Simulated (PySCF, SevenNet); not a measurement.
For zinc-blende AlN (metastable phase), the machine-learned potential SevenNet-0 (trained on PBE and PBE+U data) gives:

```
Item                  Result
-------------------  -------
lattice parameter a  4.400 Å
bulk modulus         201 GPa
```

Question: What does PBE0 (GTH pseudopotentials, Gaussian basis; PySCF) give for the same quantities?

Answer: 
- lattice constant a: 4.352 Å (shrinks by 1.1 %)
- bulk modulus: 210 GPa (increases by 4.5 %)

Changes are worked out from the printed values.

Unless a cell is named, each level is at its own relaxed cell (SevenNet-0 10.65, PBE0 10.30 Å³/atom).
